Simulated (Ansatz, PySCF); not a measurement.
Species: C3H2N, charge 0, multiplicity 2. It need not be the lowest isomer of its formula. SMILES: [CH]=CC#N
Geometry: optimised at B3LYP-D3(BJ)/def2-TZVP (Ansatz, an electronic-structure program).

Property: atomisation energy (electronic, to ground-state atoms), in kJ/mol. Cores are frozen in the correlated levels unless marked. UHF or UKS for open shells. Spin-orbit coupling is left out. Non-relativistic. The coupled-cluster limit lacks core correlation, which all-electron functionals hold. Basis-set limits of correlation are two-point, X^-3; Hartree-Fock from the larger set. [CCSD(T)-MP2]/basis is that difference in the basis named.

```
level                                                    program  atomisation energy (kJ/mol)  minus last row
-------------------------------------------------  -------------  ---------------------------  --------------
HF/aug-cc-pVDZ                                            Ansatz                       1812.0          -852.3
PBE/def2-TZVPD                                            Ansatz                       2820.1           155.8
BLYP/def2-TZVPD                                           Ansatz                       2721.5            57.2
PW6B95-D3(BJ)/def2-TZVPD                           PySCF + dftd3                       2701.9            37.6
PW6B95-D4/def2-TZVPD                               PySCF + dftd4                       2705.2            40.9
RI-MP2/cc-pVTZ                                            Ansatz                       2622.8           -41.5
SCS-MP2/6-31G*                                            Ansatz                       2438.6          -225.7
SCS-MP2/aug-cc-pVDZ                                       Ansatz                       2453.3          -211.0
CCSD(T)/cc-pVDZ                                           Ansatz                       2434.1          -230.2
RI-MP2/CBS(cc-pVTZ,cc-pVQZ)+[CCSD(T)-MP2]/cc-pVTZ         Ansatz                       2664.3             0.0
```

The UHF reference is spin-contaminated (<S^2> 0.38 over the pure value in the largest basis). The T1 diagnostic of CCSD in the largest basis is 0.046, which is high, so the coupled-cluster rows are less sure than usual.
